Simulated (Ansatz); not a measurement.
```yaml
crystal:
  periodic: [false, false, false]
  atoms:
    - {symbol: Ga, position_ang: [-2.489896, -0.163447, -0.001037]}
    - {symbol: B, position_ang: [-0.510626, -0.198439, -0.001497]}
    - {symbol: S, position_ang: [1.285876, -0.455423, -0.001821]}
    - {symbol: H, position_ang: [1.714646, 0.817309, 0.004354]}
basis:
  gaussian: {orbitals: def2-TZVP}
magnetization: {spin_polarized: true, initial_magnetization: 3}
hamiltonian: {xc: pbe0}
relax: {f_tol: 0.004, max_steps: 80}
```

```sh
$ ansatz run in.yaml --threads 1 --pin off --events-out ev --progress --plain --max-ram 2176MiB
```

Steps of the relaxation (energy above the last step; positions in Å, forces in eV/Å):

```
4
step 1, 56.0 meV
Ga   -2.490   -0.163   -0.001    0.763   -0.005   -0.001
B    -0.511   -0.198   -0.001    0.352   -0.041    0.001
S     1.286   -0.455   -0.002   -0.998   -0.123   -0.001
H     1.715    0.817    0.004   -0.117    0.169    0.001
```

```
4
step 2, 10.3 meV
Ga   -2.437   -0.148   -0.001    0.271    0.011    0.000
B    -0.492   -0.199   -0.001    0.261   -0.120    0.000
S     1.275   -0.473   -0.002   -0.548    0.079    0.000
H     1.653    0.820    0.004    0.016    0.029    0.000
```

```
4
step 3, 0.4 meV
Ga   -2.411   -0.140   -0.001   -0.030    0.014    0.000
B    -0.485   -0.210   -0.001    0.054   -0.044    0.000
S     1.259   -0.472   -0.002   -0.041    0.027    0.000
H     1.637    0.822    0.004    0.018    0.004    0.000
```

```
4
step 6, 0.0 meV
Ga   -2.410   -0.129   -0.001    0.000    0.000    0.000
B    -0.484   -0.228   -0.001    0.000    0.000    0.000
S     1.262   -0.470   -0.002    0.000    0.000    0.000
H     1.632    0.827    0.004    0.000    0.000    0.000
```

Close pairs at the end: S3–H4 1.349 Å, B2–S3 1.762 Å, Ga1–B2 1.929 Å.

A stationary point of unrestricted PBE0 after 6 steps, with ⟨S²⟩ = 3.758 against 3.75 for a pure state; no frequencies were run, so it isn't proven a minimum. 55 s on 1 thread of Arm Neoverse V1, shared host.
